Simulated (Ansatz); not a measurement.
Base system: Au in the fcc (Cu type) structure (space group Fm-3m, No. 225; a = 4.083 Å).

Method: PBEsol (Ansatz, an electronic-structure program, PAW, no SOC).

One thing is altered: full substitution Au → Ir, then cell and atoms are relaxed.

Measured lattice parameter a: Au 4.062 Å (static lattice; corrected from measurement; as listed in Daniel Mejia-Rodriguez, S. B. Trickey, Phys. Rev. B (2018)); Ir 3.831 Å (static lattice; corrected from measurement; as listed in Daniel Mejia-Rodriguez, S. B. Trickey, Phys. Rev. B (2018)).

Task: How well does PBEsol reproduce the measured shift?

Result: With PBEsol the lattice parameter a moves by -0.253 Å (4.083 → 3.830) against -0.231 Å measured.

Stability against distortions was not tested. The final runs are not spin-polarised.
